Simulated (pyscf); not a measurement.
Thermochemistry of product channels of H₃Ge–O–GeH₃ + H• on the doublet surface, in kcal/mol, from ωB97M-D3(BJ)/def2-TZVP energies (ideal gas, 1 atm, RRHO with modes under 100 cm⁻¹ raised to 100, one conformer, R ln 2 for chiral ones without a mode under 150 cm⁻¹). PySCF, gas phase, ωB97X-D3(BJ)/def2-SVP geometries.

```tsv
products	ΔE	ΔH(298 K)	ΔG(900 K)	ΔG(1200 K)
GeH₃• + HO–GeH₃	-17.6	-14.5	-24.1	-26.3
•H₂Ge–O–GeH₃ + H₂	-20.9	-20.0	-25.4	-26.9
```

These are energies of the channels, which say nothing of barriers. Elements up to Kr have no core potential and no relativistic terms here.
